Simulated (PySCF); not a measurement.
Compound: carbon suboxide, C3O2.
Structure used (PBE0-D3(BJ)/def2-TZVP), in Å, numbered top down from 1:
```xyz
5
C3O2 angstrom
O     -1.9587   -0.2707    1.4185
C     -1.0226   -0.1478    0.7525
C      0.0078   -0.0140    0.0188
C      1.0361    0.1331   -0.7155
O      1.9703    0.2653   -1.3825
```

Jobs on this species (5 atoms, 34 electrons) with PySCF (density fitting). Hardware of each: Arm Neoverse N1, one thread, no GPU (shared host). Other jobs ran on the host; a repeat could differ by tens of per cent or more. Peak memory is the resident size of the whole Python process, interpreter and libraries included.

```json
{"level and settings": "PBE0-D3(BJ)/def2-TZVP, grid level 2", "work": "geometry optimisation from a GFN2-xTB start shaken at random", "basis functions": "155", "SCF cycles": "?", "wall time": "?", "peak memory": "?"}
{"level and settings": "KT3/pcSseg-2", "work": "shieldings", "basis functions": "180", "SCF cycles": "?", "wall time": "?", "peak memory": "?"}
{"level and settings": "CAM-B3LYP/aug-cc-pVTZ", "work": "10 singlets by full TDDFT, 4 Tamm–Dancoff triplets, polarisability", "basis functions": "230", "SCF cycles": "11", "wall time": "29 s", "peak memory": "0.79 GiB"}
{"level and settings": "wB97X-D/pcSseg-2", "work": "shieldings", "basis functions": "180", "SCF cycles": "12", "wall time": "17 s", "peak memory": "0.75 GiB"}
{"level and settings": "B97-2/pcSseg-2", "work": "shieldings", "basis functions": "180", "SCF cycles": "14", "wall time": "14 s", "peak memory": "0.69 GiB"}
{"level and settings": "PBE0/pcSseg-2", "work": "shieldings, charges and field gradients", "basis functions": "180", "SCF cycles": "14", "wall time": "16 s", "peak memory": "0.68 GiB"}
{"level and settings": "wB97X-D/pcSseg-2, IEF-PCM chloroform", "work": "shieldings", "basis functions": "180", "SCF cycles": "12", "wall time": "17 s", "peak memory": "0.76 GiB"}
{"level and settings": "wB97X-D/aug-cc-pVTZ", "work": "10 singlets by full TDDFT, 4 Tamm–Dancoff triplets, polarisability, ΔSCF ions", "basis functions": "230", "SCF cycles": "13", "wall time": "73 s", "peak memory": "0.77 GiB"}
{"level and settings": "WP04/pcSseg-2, IEF-PCM chloroform", "work": "shieldings", "basis functions": "180", "SCF cycles": "14", "wall time": "14 s", "peak memory": "0.73 GiB"}
```

Fill in the missing figures.

- PBE0-D3(BJ)/def2-TZVP, grid level 2; geometry optimisation from a GFN2-xTB start shaken at random: 1.8 min, 0.56 GiB, 87 SCF cycles
- KT3/pcSseg-2; shieldings: 20 s, 0.69 GiB, 17 SCF cycles

What do all jobs in the table cost together?

About 5.1 min; the longest takes about 35 % of that, and about 7.7 times as long as the shortest.
